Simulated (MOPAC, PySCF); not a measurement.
Dimer: CH5N (SMILES CN) (first 7 atoms) with CH5N (SMILES CN); geometry from S66by8 set.
(charge 0, multiplicity 1):
```xyz
14

N     -2.0843     0.3172    -0.6912
H     -1.2557    -0.2677    -0.7416
H     -2.7462    -0.0725    -1.3495
C     -2.6443     0.2376     0.6562
H     -3.5384     0.8555     0.7174
H     -2.9084    -0.7696     0.9937
H     -1.9260     0.6449     1.3653
N      2.2554    -0.8106    -0.4192
H      2.5516    -0.5361    -1.3472
H      2.8789    -1.5583    -0.1440
C      2.4156     0.3246     0.4945
H      2.1454     0.0099     1.5001
H      3.4230     0.7463     0.5315
H      1.7231     1.1103     0.2018
```

Monomers are frozen at their geometry in the pair; levels with a basis set take the counterpoise correction. Rows marked so take none.

Rows in 3-21G, 6-31G* carry no dispersion term and start afresh at each structure (6-31G* with six Cartesian d functions). The state that AM1 reach isn't checked.

Run with MOPAC for AM1 (differences of heats of formation); PySCF for 3-21G rows, 6-31G* rows. 

Question: Predict the interaction energy from AM1.

Answer: -0.4 kcal/mol
